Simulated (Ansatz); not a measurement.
**BSiH4 (doublet): the correlation ladder at a displaced geometry (v2), cc-pVDZ**

One table from this session's results is given with a row withheld; the runs are named, their logs left out.

Computed with Ansatz 0.2.0, Gaussian basis. Level: cc-pVDZ, core rule «outside noble gas», up to 6 orbitals frozen.

Plan: UHF; CCSD(T) on ROHF; CCSD(T) on UHF; BCCD(T) on ROHF; CISD; CCSDT(Q) on ROHF; CCSDT(Q) on UHF; CASSCF and MRCISD+Q, 9 electrons in 9 orbitals; CASSCF and NEVPT2, 9 electrons in 9 orbitals.

16 further runs of the same task are left out: 4 that didn't finish, 12 set aside as unsound or not needed.

## The geometry

The geometry is a PBE0/def2-TZVP stationary point (not a proven minimum) with its atoms shifted at random (size 0.100 Å).

6 atoms, charge 0, spin multiplicity 2.

Atoms are counted from 1 here; the program's logs count them from 0.

Bond lengths: Si1–B2 1.918 Å, Si1–H3 1.469 Å, Si1–H4 1.562 Å, B2–H5 1.157 Å, B2–H6 1.320 Å. Angles: B2–Si1–H3 124.6°, B2–Si1–H4 123.9°, H3–Si1–H4 110.7°, Si1–B2–H5 126.1°, Si1–B2–H6 119.1°, H5–B2–H6 112.3°.

Set-up of the first run:

File in.yaml:

```yaml
crystal:
  periodic: [false, false, false]
  atoms:
    - {symbol: Si, position_ang: [0.045661, 0.004466, 0.562304]}
    - {symbol: B, position_ang: [-0.119214, 0.012840, -1.348492]}
    - {symbol: H, position_ang: [-0.042593, 1.199140, 1.412623]}
    - {symbol: H, position_ang: [0.040515, -1.293578, 1.430837]}
    - {symbol: H, position_ang: [-0.062543, 0.943049, -2.033449]}
    - {symbol: H, position_ang: [0.070987, -1.110760, -2.014483]}
basis:
  gaussian: {orbitals: cc-pVDZ}
magnetization: {spin_polarized: true, initial_magnetization: 1}
hamiltonian: {xc: hf}
output: {orbitals: {seedname: orbitals}}
```

On the command line:

```console
ansatz run in.yaml --threads 1 --pin off --events-out ev --progress --plain --max-ram 2393MiB
```

Among the steps run: UHF; CCSD(T) on ROHF; CCSD(T) on UHF; BCCD(T) on ROHF; CISD; CCSDT(Q) on ROHF; CCSDT(Q) on UHF; CASSCF and MRCISD+Q, 9 electrons in 9 orbitals; CASSCF and NEVPT2, 9 electrons in 9 orbitals.

One table of the session follows, with a row left open; its other results are not shown here.

| method | from UCCSDT(Q) (meV) |
| --- | --- |
| ROHF | +6142.1 |
| UHF | ? |
| RMP2 | +1302.2 |
| UMP2 | +1315.0 |
| CISD | +656.4 |
| RCCSD | +191.7 |
| UCCSD | +189.6 |
| RCCSD(T) | +38.3 |
| UCCSD(T) | +38.5 |
| BCCD(T) | +37.4 |
| RCCSDT | +6.5 |
| UCCSDT | +6.3 |
| RCCSDT(Q) | +0.3 |
| UCCSDT(Q) | 0 |

Q: Estimate the row for UHF from the others.

The run gave: from UCCSDT(Q) (meV): +6064.7. In the column «from UCCSDT(Q) (meV)» it lies between UMP2 (+1315.0) and ROHF (+6142.1).

Left out of the table: CASSCF frontier, NEVPT2 frontier, MRCISD frontier, MRCISD+Q frontier (the active space lost an orbital or holds another state than full CI finds).

To keep in mind: Restricted and unrestricted rows rest on different reference determinants; where their highest levels disagree by more than a few hundredths of an eV, they describe different states and don't form one ladder. Warnings in the runs' records: passed over end.
